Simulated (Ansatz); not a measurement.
Born–Oppenheimer molecular dynamics of C3H3ClO (8 atoms, charge 0, multiplicity 1). It starts from a relaxed structure.

Theory: RKS PBE-D4/6-31G* (Ansatz).

* ensemble: NVT, Langevin thermostat
* time step: 0.5 fs
* steps asked: 150
* set temperature: 100 K
* friction: 0.005 /fs
* seed: 956213

First frame:

```xyz
8
Properties=species:S:1:pos:R:3
C -0.505 1.656 -0.041
C -0.163 0.388 -0.028
C 0.158 -0.886 0.001
O 1.155 -1.421 0.760
Cl -0.810 -2.080 -0.903
H -0.148 2.346 -0.818
H -1.163 2.089 0.727
H 1.568 -2.148 0.245
```

Question: What does the run give?

Answer: All steps were run.

```json
{
  "steps done": "150",
  "time covered": "75 fs",
  "mean temperature over the second half": "62 K",
  "spread of the potential energy over the second half": "1.6 meV per atom",
  "mean potential energy of the second half above the start": "7.2 meV per atom"
}
```

The mean temperature of the second half is 38 % below the set value. A run of 0.075 ps of so small a system gives no equilibrium averages.

Question: What happens to the structure?

Answer: The same pairs are bonded in the first frame and the last. Pairs count as bonded within 1.25 times the sum of covalent radii (0.12 Å more for H–H). The details hang on the random start.

Question: How do temperature and energy run in time?

Answer: 
```
time (fs)  T (K)  potential energy less start (eV)
      0.0     88                             0.000
      3.5     44                             0.037
      7.0     35                             0.050
     10.5     72                             0.023
     14.0     51                             0.051
     17.5     34                             0.064
     21.0     70                             0.031
     24.5     56                             0.054
     28.0     33                             0.079
     31.5     73                             0.043
     35.0     67                             0.043
     38.5     58                             0.056
     42.0     67                             0.037
     45.5     71                             0.044
     49.0     61                             0.065
     52.5     55                             0.067
     56.0     68                             0.048
     59.5     65                             0.057
     63.0     49                             0.079
     66.5     61                             0.059
     70.0     72                             0.054
     73.5     65                             0.067
```

The run took 2.8 min on 1 thread of Intel(R) Xeon(R) Platinum 8488C (Sapphire Rapids) (shared host), peak memory 0.13 GiB.
